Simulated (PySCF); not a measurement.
Isomers of C4H12P2.

All values: PBE0/pcSseg-1 (PySCF) at GFN2-xTB geometries, gas phase, one conformer each. Dipoles and anisotropies that the point group forbids are given as zero.

Question: Rank by HOMO–LUMO gap, highest first.
A. `[CH3:1][CH:2]([CH3:3])[PH:4][CH2:5][PH2:6]` with C1–C2–P4–C5 78°, C2–P4–C5–P6 168°, P4–C5–P6–H -47° and 45°
B. `[CH3:1][CH:2]([CH3:3])[P:4]([CH3:5])[PH2:6]` with C1–C2–P4–C5 163°, C2–P4–P6–H -98° and 170°
C. `[CH3:1][C:2]([CH3:3])([CH3:4])[PH:5][PH2:6]` with C2–P5–P6–H -169° and 99°
D. `[CH3:1][P:2]([CH3:3])[P:4]([CH3:5])[CH3:6]` with C1–P2–P4–C5 180°
E. `[CH2:1]=[P@@:2]([CH3:3])([PH2:4])[CH2:5][CH3:6]` with C1–P2–P4–H -44° and 48°, C1–P2–C5–C6 -176°

Answer: A (7.28 eV), C (6.75 eV), B (6.58 eV), D (6.38 eV), E (5.16 eV).

Question: Rank by LUMO energy, lowest first.
A. `[CH3:1][PH:2][CH2:3][P:4]([CH3:5])[CH3:6]` with C1–P2–C3–P4 -163°, P2–C3–P4–C5 -172°
B. `[CH3:1][CH:2]([CH3:3])[P:4]([CH3:5])[PH2:6]` with C1–C2–P4–C5 163°, C2–P4–P6–H -98° and 170°
C. `[CH2:1]=[P@@:2]([CH3:3])([PH2:4])[CH2:5][CH3:6]` with C1–P2–P4–H -44° and 48°, C1–P2–C5–C6 -176°

Answer: C (-0.04 eV), B (0.29 eV), A (0.70 eV).

Question: Rank by HOMO energy, lowest first.
A. `[CH3:1][P:2]([CH3:3])[P:4]([CH3:5])[CH3:6]` with C1–P2–P4–C5 180° (PMe2PMe2)
B. `[CH3:1][CH:2]([CH3:3])[P:4]([CH3:5])[PH2:6]` with C1–C2–P4–C5 163°, C2–P4–P6–H -98° and 170°
C. `[CH3:1][CH:2]([CH3:3])[PH:4][CH2:5][PH2:6]` with C1–C2–P4–C5 78°, C2–P4–C5–P6 168°, P4–C5–P6–H -47° and 45°
D. `[CH3:1][PH:2][CH2:3][P:4]([CH3:5])[CH3:6]` with C1–P2–C3–P4 -163°, P2–C3–P4–C5 -172°
E. `[CH3:1][C:2]([CH3:3])([CH3:4])[PH:5][PH2:6]` with C2–P5–P6–H -169° and 99°
F. `[CH2:1]=[P@@:2]([CH3:3])([PH2:4])[CH2:5][CH3:6]` with C1–P2–P4–H -44° and 48°, C1–P2–C5–C6 -176°

Answer: C (-7.02 eV), D (-6.58 eV), E (-6.45 eV), B (-6.29 eV), A (-6.01 eV), F (-5.20 eV).

All values together:

```csv
SMILES,μ (D),HOMO (eV),LUMO (eV),lowest IAO charge (e),highest IAO charge (e),lowest Hirshfeld charge (e),highest Hirshfeld charge (e)
CC(C)P(C)P,0.79,-6.29,0.29,-0.607 (C),+0.307 (P),-0.168 (C),+0.101 (P)
CPCP(C)C,1.74,-6.58,0.70,-0.623 (C),+0.504 (P),-0.171 (C),+0.145 (P)
C=[P@@](C)(P)CC,1.68,-5.20,-0.04,-0.880 (C),+0.990 (P),-0.314 (C),+0.319 (P)
CC(C)(C)PP,0.75,-6.45,0.30,-0.417 (C),+0.144 (P),-0.127 (C),+0.059 (P)
CC(C)PCP,1.69,-7.02,0.26,-0.614 (C),+0.324 (P),-0.158 (C),+0.111 (P)
CP(C)P(C)C,0.00,-6.01,0.37,-0.607 (C),+0.307 (P),-0.170 (C),+0.100 (P)
```

Conformers: `[CH3:1][CH:2]([CH3:3])[P:4]([CH3:5])[PH2:6]` with C1–C2–P4–C5 163°, C2–P4–P6–H -98° and 170°; `[CH3:1][PH:2][CH2:3][P:4]([CH3:5])[CH3:6]` with C1–P2–C3–P4 -163°, P2–C3–P4–C5 -172°; `[CH2:1]=[P@@:2]([CH3:3])([PH2:4])[CH2:5][CH3:6]` with C1–P2–P4–H -44° and 48°, C1–P2–C5–C6 -176°; `[CH3:1][C:2]([CH3:3])([CH3:4])[PH:5][PH2:6]` with C2–P5–P6–H -169° and 99°; `[CH3:1][CH:2]([CH3:3])[PH:4][CH2:5][PH2:6]` with C1–C2–P4–C5 78°, C2–P4–C5–P6 168°, P4–C5–P6–H -47° and 45°; `[CH3:1][P:2]([CH3:3])[P:4]([CH3:5])[CH3:6]` with C1–P2–P4–C5 180°.
